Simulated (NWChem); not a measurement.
All runs are NWChem calculations. System: hydrogen fluoride (HF), charge 0, spin multiplicity 1, at a geometry optimised with B3LYP/def2-SVP. Level: constrained PBE/def2-SVP.

The NWChem input:

```
start mol
memory heap 200 mb stack 900 mb global 1100 mb
geometry units angstroms nocenter noautoz noautosym
  F      0.000000     0.000000     0.092475
  H      0.000000     0.000000    -0.832277
end
basis spherical
  * library def2-svp
end
dft
  xc xpbe96 cpbe96
  semidirect memsize 60000000 filesize 0
  iterations 100
  convergence nolevelshifting
  cdft 1 1 charge -0.6 pop lowdin
end
task dft energy
```

NWChem printed:

```
             Northwest Computational Chemistry Package (NWChem) 7.3.0
             --------------------------------------------------------

                                NWChem Input Module
                                -------------------

 Scaling coordinates for geometry "geometry" by  1.889725989
 (inverse scale =  0.529177249)

                             Geometry "geometry" -> ""
                             -------------------------

 Output coordinates in angstroms (scale by  1.889725989 to convert to a.u.)

  No.       Tag          Charge          X              Y              Z
 ---- ---------------- ---------- -------------- -------------- --------------
    1 F                    9.0000     0.00000000     0.00000000     0.09247500
    2 H                    1.0000     0.00000000     0.00000000    -0.83227700

 Effective nuclear repulsion energy (a.u.)       5.1501324041

            Nuclear Dipole moment (a.u.)
            ----------------------------
        X                 Y               Z
 ---------------- ---------------- ----------------
     0.0000000000     0.0000000000    -0.0000037795


 Summary of "ao basis" -> "" (spherical)
 ------------------------------------------------------------------------------
       Tag                 Description            Shells   Functions and Types
 ---------------- ------------------------------  ------  ---------------------
 *                          def2-svp                  on all atoms

  pbe96 is a nonlocal functional; adding pw91lda local functional.

                                 NWChem DFT Module
                                 -----------------

 Summary of "ao basis" -> "ao basis" (spherical)
 ------------------------------------------------------------------------------
       Tag                 Description            Shells   Functions and Types
 ---------------- ------------------------------  ------  ---------------------
 F                          def2-svp                 6       14   3s2p1d
 H                          def2-svp                 3        5   2s1p

 Summary of "ao basis" -> "ao basis" (spherical)
 ------------------------------------------------------------------------------
       Tag                 Description            Shells   Functions and Types
 ---------------- ------------------------------  ------  ---------------------
 F                          def2-svp                 6       14   3s2p1d
 H                          def2-svp                 3        5   2s1p

            General Information
            -------------------
          SCF calculation type: DFT
          Wavefunction type:  closed shell.
          No. of atoms     :     2
          No. of electrons :    10
           Alpha electrons :     5
            Beta electrons :     5
          Charge           :     0
          Spin multiplicity:     1
          Use of symmetry is: off; symmetry adaption is: off
          Maximum number of iterations: 100
          AO basis - number of functions:    19
                     number of shells:     9
          Convergence on energy requested:  1.00D-06
          Convergence on density requested:  1.00D-05
          Convergence on gradient requested:  5.00D-04

              XC Information
              --------------
          PerdewBurkeErnzerhof Exchange Functional  1.000
            Perdew 1991 LDA Correlation Functional  1.000 local
           PerdewBurkeErnz. Correlation Functional  1.000 non-local

             Grid Information
[...]
 ---------------- ----- ----------------- --------- --------- ---------  ------
 d= 0,ls=0.0,diis     1   -100.2227702847 -1.05D+02  7.32D-02  3.23D-01     0.1
 CDFT multipliers:
      1       -1.2098107064
      iter =    9
 d= 0,ls=0.0,diis     2    -99.9798765365  2.43D-01  8.71D-03  1.88D-02     0.2
 CDFT multipliers:
      1       -1.3239553262
      iter =    5
 d= 0,ls=0.0,diis     3    -99.9801741468 -2.98D-04  4.48D-03  1.27D-02     0.2
 CDFT multipliers:
      1       -1.2873378819
      iter =    6
 d= 0,ls=0.0,diis     4    -99.9808468995 -6.73D-04  1.20D-03  2.32D-03     0.2
 CDFT multipliers:
      1       -1.2931659502
      iter =    2
 d= 0,ls=0.0,diis     5    -99.9810114393 -1.65D-04  2.46D-05  5.00D-07     0.2
 CDFT multipliers:
      1       -1.2934665184
      iter =    2
 d= 0,ls=0.0,diis     6    -99.9810112903  1.49D-07  8.19D-06  8.95D-08     0.3
  CDFT final multipliers
      1       -1.2933760367

         Total DFT energy =      -99.981012320568
      One electron energy =     -151.187516569840
           Coulomb energy =       56.920989576086
    Exchange-Corr. energy =      -10.864617730958
 Nuclear repulsion energy =        5.150132404144

 Numeric. integr. density =       10.000000400733

     Total iterative time =      0.2s

                       DFT Final Molecular Orbital Analysis
                       ------------------------------------

 Vector    3  Occ=2.000000D+00  E=-1.528966D+00
              MO Center= -4.9D-10,  5.5D-10,  8.9D-02, r^2= 4.9D-01
   Bfn.  Coefficient  Atom+Function         Bfn.  Coefficient  Atom+Function
  ----- ------------  ---------------      ----- ------------  ---------------
     6      0.646732  1 F  pz                 9     -0.521339  1 F  pz
    19     -0.069668  2 H  pz                12      0.047421  1 F  d  0
    16     -0.047175  2 H  s                 15      0.038512  2 H  s

 Vector    4  Occ=2.000000D+00  E=-1.488076D+00
              MO Center= -5.5D-11, -1.2D-12,  9.4D-02, r^2= 4.6D-01
   Bfn.  Coefficient  Atom+Function         Bfn.  Coefficient  Atom+Function
  ----- ------------  ---------------      ----- ------------  ---------------
     4      0.478738  1 F  px                 5      0.436131  1 F  py
     7     -0.385211  1 F  px                 8     -0.350928  1 F  py
    17      0.028873  2 H  px                18      0.026304  2 H  py

 Vector    5  Occ=2.000000D+00  E=-1.488076D+00
              MO Center=  9.6D-09, -1.1D-08,  9.4D-02, r^2= 4.6D-01
   Bfn.  Coefficient  Atom+Function         Bfn.  Coefficient  Atom+Function
  ----- ------------  ---------------      ----- ------------  ---------------
     5     -0.478738  1 F  py                 4      0.436131  1 F  px
     8      0.385211  1 F  py                 7     -0.350928  1 F  px
    18     -0.028873  2 H  py                17      0.026304  2 H  px

 Vector    6  Occ=0.000000D+00  E=-2.908882D-01
              MO Center=  1.9D-09, -2.1D-09, -6.0D-01, r^2= 9.4D-01
   Bfn.  Coefficient  Atom+Function         Bfn.  Coefficient  Atom+Function
  ----- ------------  ---------------      ----- ------------  ---------------
     6      0.697086  1 F  pz                 9      0.604845  1 F  pz
    16     -0.368917  2 H  s                  2      0.292001  1 F  s
    19      0.185160  2 H  pz                15     -0.163741  2 H  s
     3     -0.143823  1 F  s                  1      0.071957  1 F  s
    12     -0.058935  1 F  d  0

 Vector    7  Occ=0.000000D+00  E=-1.157033D-01
              MO Center=  1.1D-11, -1.6D-11,  1.2D-01, r^2= 8.7D-01
   Bfn.  Coefficient  Atom+Function         Bfn.  Coefficient  Atom+Function
  ----- ------------  ---------------      ----- ------------  ---------------
     7      0.779378  1 F  px                 8      0.710723  1 F  py
     4      0.700530  1 F  px                 5      0.638821  1 F  py
    17     -0.049838  2 H  px                18     -0.045448  2 H  py

 Vector    8  Occ=0.000000D+00  E=-1.157033D-01
              MO Center=  3.8D-08, -4.1D-08,  1.2D-01, r^2= 8.7D-01
   Bfn.  Coefficient  Atom+Function         Bfn.  Coefficient  Atom+Function
  ----- ------------  ---------------      ----- ------------  ---------------
     8     -0.779378  1 F  py                 7      0.710723  1 F  px
     5     -0.700530  1 F  py                 4      0.638821  1 F  px
    18      0.049838  2 H  py                17     -0.045448  2 H  px

     ---------------------------------------------
      Total Density - Mulliken Population Analysis
     ---------------------------------------------

    Atom       Charge   Shell Charges
 -----------   ------   -------------------------------------------------------
    1 F    9    10.35   1.99  1.15  1.14  3.47  2.59  0.01
    2 H    1    -0.35  -0.00 -0.17 -0.18

     -------------------------------------------
      Total Density - Lowdin Population Analysis
     -------------------------------------------

    Atom       Charge   Shell Charges
 -----------   ------   -------------------------------------------------------
    1 F    9     9.60   1.98  1.04  0.82  3.33  2.43  0.00
    2 H    1     0.40   0.22  0.04  0.15

 center of mass
 --------------
 x =   0.00000000 y =   0.00000000 z =   0.08671970

 moments of inertia (a.u.)
 ------------------
           2.922706703949           0.000000000000           0.000000000000
           0.000000000000           2.922706703949           0.000000000000
           0.000000000000           0.000000000000           0.000000000000

     Multipole analysis of the density
     ---------------------------------

     L   x y z        total         alpha         beta         nuclear
     -   - - -        -----         -----         ----         -------
     0   0 0 0     -0.000000     -5.000000     -5.000000     10.000000

     1   1 0 0     -0.000000     -0.000000     -0.000000      0.000000
     1   0 1 0      0.000000      0.000000      0.000000      0.000000
     1   0 0 1     -1.586681     -0.793339     -0.793339     -0.000004

     2   2 0 0     -4.172445     -2.086222     -2.086222      0.000000
     2   1 1 0      0.000000      0.000000      0.000000      0.000000
     2   1 0 1     -0.000000     -0.000000     -0.000000      0.000000
     2   0 2 0     -4.172445     -2.086222     -2.086222      0.000000
     2   0 1 1      0.000000      0.000000      0.000000      0.000000
     2   0 0 2     -1.902729     -2.325599     -2.325599      2.748468

 Task  times  cpu:        0.3s     wall:        0.3s

 Total times  cpu:        0.3s     wall:        0.3s
```
